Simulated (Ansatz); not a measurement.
Mulliken charges of BH₃O, SMILES `BO` from PBE/def2-TZVPP in Ansatz (PBE0-D4/def2-TZVP geometry).

```
atom   x (Å)   y (Å)   z (Å)  charge (e)
  B1  -0.227  -0.353   0.075       0.041
  O2   0.413   0.802   0.346      -0.211
  H3  -0.820  -0.865   0.978      -0.011
  H4  -0.191  -0.829  -1.028      -0.028
  H5   0.874   1.172  -0.412       0.209
```

Task: By hand: the dipole of these point charges (1 e Å = 4.8032 D).

Result: Σ q r = (0.101, 0.094, -0.138) e Å, of length 0.195 e Å = 0.94 D.

Task: How does the dipole of the full density compare? (Best estimate.)

Result: Computed: (0.159, 0.128, -0.260) e Å, 1.59 D; the point charges give 0.59 times that, at 7° from its direction.

Point charges leave out the atoms' own dipoles, such as those of lone pairs, and Mulliken's split depends on the basis, so the two needn't agree.
